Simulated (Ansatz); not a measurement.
# C5H6F (charge +1): ranking of conformers, by script

The task is a ranking of conformers, for C5H6F (charge +1). SMILES: CCc1c[c+]1F.

All numbers are computed with Ansatz 0.2.0, driven from Python. Level of theory: B3LYP/cc-pVDZ.

## Step 1: The system

The script builds its own geometries from the SMILES CCc1c[c+]1F.

No structure file is read: the coordinates are typed or built in the script.

## Step 2: The script

Contents of c5h6f_conformers.py:

```python
'''Conformer energies of C5H6F(+).'''

import ansatz as az
from rdkit import Chem
from rdkit.Chem import AllChem


def main() -> None:
    rd = Chem.AddHs(Chem.MolFromSmiles('CCc1c[c+]1F'))
    ids = list(AllChem.EmbedMultipleConfs(rd, numConfs=20, randomSeed=197, pruneRmsThresh=0.4))
    field = [energy for _, energy in AllChem.MMFFOptimizeMoleculeConfs(rd)]
    distinct = {round(e, 2): i for i, e in zip(ids, field)}
    chosen = sorted(distinct.items())[:3]
    found = []
    for force_field, index in chosen:
        c5h6f = az.Crystal.molecule()
        for atom, xyz in zip(rd.GetAtoms(), rd.GetConformer(index).GetPositions()):
            c5h6f = c5h6f.atom(atom.GetSymbol(), xyz.round(5).tolist())
        base = c5h6f.calculation()
        base = base.basis(gaussian='cc-pVDZ').functional('B3LYP')
        base = base.charge(1)
        found.append(base.run().report['free_energy_ev'])
    print('conformer   MMFF (kcal/mol)   this level (eV)')
    for (force_field, index), e in zip(chosen, found):
        print(f'{index:9d} {force_field - chosen[0][0]:17.2f} {(e - min(found)):17.3f}')


if __name__ == '__main__':
    main()
```

## Step 3: The calls as engine input

The package turns the script's settings into the engine's input (first run):

```yaml
crystal:
  periodic: [false, false, false]
  atoms:
    - { symbol: C, position_ang: [-1.70732, 0.13004, 0.13104] }
    - { symbol: C, position_ang: [-0.39849, -0.10848, -0.60579] }
    - { symbol: C, position_ang: [0.7394, -0.15673, 0.33771] }
    - { symbol: C, position_ang: [1.80117, 0.63981, 0.37856] }
    - { symbol: C, position_ang: [2.02261, -0.76089, 0.25767] }
    - { symbol: F, position_ang: [2.47409, -1.41633, 1.34544] }
    - { symbol: H, position_ang: [-1.90318, -0.6637, 0.86018] }
    - { symbol: H, position_ang: [-1.69411, 1.08714, 0.66372] }
    - { symbol: H, position_ang: [-2.54152, 0.14998, -0.57769] }
    - { symbol: H, position_ang: [-0.46454, -1.05689, -1.15197] }
    - { symbol: H, position_ang: [-0.25776, 0.68143, -1.3534] }
    - { symbol: H, position_ang: [1.92965, 1.47463, -0.28548] }
basis:
  gaussian:
    orbitals: cc-pVDZ
hamiltonian:
  xc: b3lyp
total_charge: 1.0
```

## Step 4: The run

Launch:

```
$ python c5h6f_conformers.py
```

Q: Predict the main results. Wanted: lowest; next above it by.

**Answer**, as computed:

| quantity | value |
| --- | --- |
| runs compared | 2 |
| lowest | run 2 |
| next above it by | 0.279 eV |

**Reading.** The structures are force-field minima, not relaxed at this level. Of those tried, run 2 is lowest; run 1 lies 0.279 eV above it. Reading the output:
- The conformers keep their force-field geometries.
- b3lyp holds the VWN-RPA fit, as in Gaussian; the form of ORCA and Turbomole is b3lyp5.
